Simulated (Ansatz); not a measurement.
# B2H2 (singlet): wave-function methods side by side at distance B1–B2 = 4.773 Å, 6-31G

How much of the correlation energy of B2H2 (singlet) does each wave-function method recover here?

Program: Ansatz 0.2.0, Gaussian basis. Level of theory: 6-31G, core rule «outside noble gas», up to 2 orbitals frozen. These are calculated values, not measurements.

To be run: UHF; CCSD(T) on RHF; CCSD(T) on UHF; BCCD(T) on RHF; CISD; CCSDT(Q) on RHF; CCSDT(Q) on UHF; CCSDTQ on RHF; CCSDTQ on UHF; CASSCF and MRCISD+Q, 2 electrons in 2 orbitals; CASSCF and NEVPT2, 2 electrons in 2 orbitals; CASSCF and MRCISD+Q, 8 electrons in 10 orbitals; CASSCF and NEVPT2, 8 electrons in 10 orbitals; Full CI.

## (1) The geometry

The geometry derives from a PBE0/def2-TZVP stationary point (not a proven minimum). One bond is set to the value named and the two fragments are kept rigid.

4 atoms, charge 0, spin multiplicity 1.

Atoms are counted from 1 here; the program's logs count them from 0.

Bond lengths: B1–H3 1.199 Å, B1–H4 1.199 Å. Angles: H3–B1–H4 117.3°.

## (2) UHF

Input file in.yaml:

```yaml
crystal:
  periodic: [false, false, false]
  atoms:
    - {symbol: B, position_ang: [0.000000, 0.000000, 2.129797]}
    - {symbol: B, position_ang: [0.000000, 0.000000, -2.643203]}
    - {symbol: H, position_ang: [0.000000, 1.023985, 2.753353]}
    - {symbol: H, position_ang: [0.000000, -1.023985, 2.753353]}
basis:
  gaussian: {orbitals: 6-31G}
magnetization: {spin_polarized: true, initial_magnetization: 0}
hamiltonian: {xc: hf}
output: {orbitals: {seedname: orbitals}}
```

On the command line:

```
ansatz run in.yaml --threads 1 --pin off --events-out ev --progress --plain --max-ram 4096MiB --backend cpu
```

After this run come: CCSD(T) on RHF; CCSD(T) on UHF; BCCD(T) on RHF; CISD; CCSDT(Q) on RHF; CCSDT(Q) on UHF; CCSDTQ on RHF; CCSDTQ on UHF; CASSCF and MRCISD+Q, 2 electrons in 2 orbitals; CASSCF and NEVPT2, 2 electrons in 2 orbitals; CASSCF and MRCISD+Q, 8 electrons in 10 orbitals; CASSCF and NEVPT2, 8 electrons in 10 orbitals; Full CI.

Before running them: what should the planned runs give, taken together? Wanted: FCI below the RHF energy; RMP2 from FCI; UMP2 from FCI; RCCSD from FCI; RCCSD(T) from FCI; UCCSD(T) from FCI; RCCSDT(Q) from FCI; UCCSDT(Q) from FCI; NEVPT2 pair from FCI.

**Answer**, as computed:

| quantity | value |
| --- | --- |
| FCI below the RHF energy | -6.5968 eV |
| RMP2 from FCI | +2124.7 meV |
| UMP2 from FCI | +946.6 meV |
| RCCSD from FCI | +302.2 meV |
| RCCSD(T) from FCI | -123.0 meV |
| UCCSD(T) from FCI | +16.1 meV |
| RCCSDT(Q) from FCI | +3.6 meV |
| UCCSDT(Q) from FCI | +3.7 meV |
| NEVPT2 pair from FCI | +950.9 meV |
| MRCISD+Q pair from FCI | -39.4 meV |
| NEVPT2 valence from FCI | +256.1 meV |
| levels within 1 kcal/mol (43 meV) | UCCSD, UCCSD(T), RCCSDT, UCCSDT, RCCSDT(Q), UCCSDT(Q), RCCSDTQ, UCCSDTQ, MRCISD+Q pair, MRCISD valence, MRCISD+Q valence |
| T1 diagnostic | 0.060 |
| effectively unpaired electrons | 2.03 |

**Reading.** RCCSD(T) lands -123.0 meV from the yardstick (1.9 % of the correlation energy). CCSD(T) misses by -123.0 meV on the restricted determinant and by +16.1 meV on the unrestricted one; the two need not hold the same state or core. RCCSD(T), BCCD(T), MRCISD+Q pair fall below full CI, which methods that aren't variational can do. The occupations show strong static correlation (2.0 unpaired electrons where one determinant has 0). Coupled cluster on one determinant still stays close here. Of the multireference levels listed MRCISD+Q valence comes nearest in total energy (+4.4 meV), which doesn't show that its space is the better one. These misses are within one basis, not against nature.
